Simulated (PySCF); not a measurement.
These are M06-2X/def2-TZVP // B3LYP-D3(BJ)/def2-TZVP run with PySCF 2.14.0 values and carry that method's errors. Gas-phase values, no solvent. 

Reference species (SMILES): `[NH2]` (neutral, multiplicity 2).

```yaml
dipole_moment: 1.97 D
```

Changed species: `[BH]N` (radical fragment; the reference has radical fragment).

**Question.** What does the change do to the dipole moment?

**Answer.** the dipole moment rises by 0.22 D, to 2.19 D.
